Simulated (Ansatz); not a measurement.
# SiH₄O: single points off equilibrium

The atoms stand at a displaced guess of a reacting structure. How far do the functionals agree with CCSD(T) there?

Computed with Ansatz 0.2.0, Gaussian basis. Level: single points in def2-TZVPP.

Cores are frozen in the correlated methods.

## (1) Starting geometry

6 atoms, charge 0, spin multiplicity 1.

Atoms are counted from 1 here; the program's logs count them from 0.

Bond lengths: Si1–H2 1.700 Å, Si1–H4 1.537 Å, Si1–H5 1.414 Å, O3–H6 1.008 Å. Angles: H2–Si1–H4 106.3°, H2–Si1–H5 129.9°, H4–Si1–H5 103.9°.

Coordinates:

```
atom     x (Å)     y (Å)     z (Å)
 Si1  -0.62900   0.51860  -0.53130
  H2   0.99050   0.02240  -0.67620
  O3   1.14050  -0.29260   0.65190
  H4  -1.45640  -0.76270  -0.34250
  H5  -1.21990   1.43910   0.36490
  H6   1.28330  -1.28990   0.68720
```

## (2) CCSD(T)/def2-TZVPP

Contents of run/in.yaml:

```yaml
crystal:
  periodic: [false, false, false]
  atoms:
    - {symbol: Si, position_ang: [-0.629000, 0.518600, -0.531300]}
    - {symbol: H, position_ang: [0.990500, 0.022400, -0.676200]}
    - {symbol: O, position_ang: [1.140500, -0.292600, 0.651900]}
    - {symbol: H, position_ang: [-1.456400, -0.762700, -0.342500]}
    - {symbol: H, position_ang: [-1.219900, 1.439100, 0.364900]}
    - {symbol: H, position_ang: [1.283300, -1.289900, 0.687200]}
basis:
  gaussian: {orbitals: def2-TZVPP}
correlation: {method: ccsd_t}
output: {forces: true}
```

The command line of these runs was not kept.

## (3) PBE0-D4/def2-TZVPP

run/in.yaml: that of step 2 with these lines changed.

```diff
@@ -11,3 +11,3 @@
   gaussian: {orbitals: def2-TZVPP}
-correlation: {method: ccsd_t}
-output: {forces: true}
+hamiltonian: {xc: pbe0, dispersion: d4}
+output: {forces: true, orbitals: {seedname: orbitals}}
```

## (4) wB97M-V/def2-TZVPP

run/in.yaml: that of step 3 with these lines changed.

```diff
@@ -11,3 +11,3 @@
   gaussian: {orbitals: def2-TZVPP}
-hamiltonian: {xc: pbe0, dispersion: d4}
-output: {forces: true, orbitals: {seedname: orbitals}}
+hamiltonian: {xc: {name: wB97M-V}}
+output: {forces: true}
```

## (5) r2SCAN-D4/def2-TZVPP

run/in.yaml: that of step 4 with these lines changed.

```diff
@@ -11,3 +11,3 @@
   gaussian: {orbitals: def2-TZVPP}
-hamiltonian: {xc: {name: wB97M-V}}
+hamiltonian: {xc: r2scan, dispersion: d4}
 output: {forces: true}
```

## (6) PBE-D4/def2-TZVPP

run/in.yaml: that of step 5 with these lines changed.

```diff
@@ -11,3 +11,3 @@
   gaussian: {orbitals: def2-TZVPP}
-hamiltonian: {xc: r2scan, dispersion: d4}
+hamiltonian: {xc: pbe, dispersion: d4}
 output: {forces: true}
```

## (7) wB97X-V/def2-TZVPP

run/in.yaml: that of step 6 with these lines changed.

```diff
@@ -11,3 +11,3 @@
   gaussian: {orbitals: def2-TZVPP}
-hamiltonian: {xc: pbe, dispersion: d4}
+hamiltonian: {xc: {name: wB97X-V}}
 output: {forces: true}
```

## (8) r2SCAN0-D4/def2-TZVPP

run/in.yaml: that of step 7 with these lines changed.

```diff
@@ -11,3 +11,3 @@
   gaussian: {orbitals: def2-TZVPP}
-hamiltonian: {xc: {name: wB97X-V}}
+hamiltonian: {xc: {name: r2SCAN0}, dispersion: d4}
 output: {forces: true}
```

(Steps that only read results are left out.)

Q: Predict the outcome of this session. Wanted: energy less free atoms, CCSD(T)/def2-TZVPP; RMS force component; RMS force error; HOMO and LUMO, PBE0-D4; T1 diagnostic.

As calculated:

| quantity | value |
| --- | --- |
| energy less free atoms, CCSD(T)/def2-TZVPP | -1484.5 kJ/mol |
| RMS force component | 1.039 to 1.235 eV/Å over the methods |
| RMS force error | PBE0-D4 0.103, wB97M-V 0.164, r2SCAN-D4 0.086, PBE-D4 0.215, wB97X-V 0.153, r2SCAN0-D4 0.169 eV/Å |
| HOMO and LUMO, PBE0-D4 | -6.67 and -2.28 eV |
| T1 diagnostic | 0.020 |

In words: Against CCSD(T) the functionals' energies less atoms differ by -82.3 to +4.7 kJ/mol, PBE-D4 by -82.3 kJ/mol. A larger basis would deepen the CCSD(T) value, while the functionals are nearly converged already, so the order here is not reliable. On forces the order runs from r2SCAN-D4 to PBE-D4. Frozen-core CCSD(T) forces in triple zeta carry basis errors of their own, and this is one geometry, so small gaps rank nothing. The restricted Hartree–Fock reference is unstable towards an unrestricted one at one or more of these structures.
